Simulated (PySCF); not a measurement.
C₂H₇N. Atoms are numbered in the order given.

```xyz
10

C      0.0201    -0.2223     1.2121
N     -0.1470     0.5620     0.0000
C      0.0201    -0.2223    -1.2121
H      0.9791    -0.7643     1.2649
H     -0.7797    -0.9641     1.2772
H     -0.0569     0.4263     2.0857
H      0.5033     1.3376     0.0000
H      0.9791    -0.7643    -1.2649
H     -0.0569     0.4263    -2.0857
H     -0.7797    -0.9641    -1.2772
```
Charge 0, spin multiplicity 1.

Coordinates come from a B3LYP-D3(BJ)/def2-TZVP optimisation.

Method: TDDFT-PBE/def2-SVPD run with PySCF 2.14.0.

Vertical excitations. The molecule is in vacuum. State labels are in the subgroup Cs.

Computed lowest excited states:
| state | symmetry | energy (eV) | λ (nm) | f | main pairs |
|---|---|---|---|---|---|
| S1 | A' | 5.12 | 242 | 0.006 | HOMO→LUMO 100 % |
| S2 | A" | 5.97 | 208 | 0.005 | HOMO→LUMO+1 100 % |
| S3 | A' | 6.20 | 200 | 0.031 | HOMO→LUMO+2 99 % |
| S4 | A' | 7.05 | 176 | 0.010 | HOMO→LUMO+3 83 %, HOMO→LUMO+4 17 % |
| S5 | A' | 7.14 | 174 | 0.089 | HOMO→LUMO+4 83 %, HOMO→LUMO+3 16 % |
| S6 | A" | 7.81 | 159 | 0.019 | HOMO→LUMO+6 99 % |
| S7 | A' | 7.88 | 157 | 0.005 | HOMO→LUMO+5 98 % |
| S8 | A" | 8.27 | 150 | 0.076 | HOMO→LUMO+7 98 % |
| S9 | A' | 8.35 | 148 | 0.007 | HOMO→LUMO+8 98 % |
| S10 | A" | 8.88 | 140 | 0.010 | HOMO→LUMO+9 68 %, HOMO−1→LUMO 31 % |
| T1 | A' | 4.95 | 251 | 0 | HOMO→LUMO 100 % |
| T2 | A" | 5.88 | 211 | 0 | HOMO→LUMO+1 100 % |
| T3 | A' | 5.94 | 209 | 0 | HOMO→LUMO+2 99 % |
| T4 | A' | 6.86 | 181 | 0 | HOMO→LUMO+3 89 % |
Triplets are in the Tamm–Dancoff approximation, which puts them higher than full response would, so one can lie above its singlet here.
